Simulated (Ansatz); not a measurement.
A made-up structure of CH3OSi, doublet:

| atom | x (Å) | y (Å) | z (Å) |
| --- | --- | --- | --- |
| C1 | -0.6623 | -0.1458 | -0.6644 |
| Si2 | 0.6010 | 0.0946 | 0.6103 |
| O3 | 1.2018 | -1.0184 | 1.4575 |
| H4 | -1.0659 | 0.6766 | -1.2482 |
| H5 | -1.0627 | -1.1287 | -0.8903 |
| H6 | 0.0099 | -0.9506 | -0.5093 |

It is relaxed with PBE-D4/def2-SVP and then PBE0-D4/def2-TZVP (Ansatz 0.2.0). Atoms count as bonded within 1.22 times the sum of their covalent radii (H–H: 0.88 Å). The end point is not checked to be a true minimum.

(1) Does its bonding change? (Judge from chemistry; the calculation decides.)

Answers

(1) Computed: Yes. Formed: none; broken: Si2–H6.

Where it ends: The first stage lowers the energy by 3.24 eV in 9 steps. It ends as CH₃OSi ([CH3][Si][O]):
C1  (-0.509, -0.323, -0.724)
Si2  (0.438, 0.107, 0.855)
O3  (1.142, -0.966, 1.678)
H4  (-0.931, 0.559, -1.204)
H5  (-1.305, -1.021, -0.450)
H6  (0.187, -0.827, -1.399)
(Å)

Labels in which every atom is bracketed show which atoms are joined, not bond orders.

For scale, one of the runs: PBE0-D4/def2-TZVP relaxation, 117 basis functions, launched by `ansatz run in.yaml --threads 2 --pin off --events-out ev --progress --plain --max-ram 4352MiB`. Hardware: 2 CPU threads of an Intel Xeon 6975P-C, shared host. Wall time about 20 s.
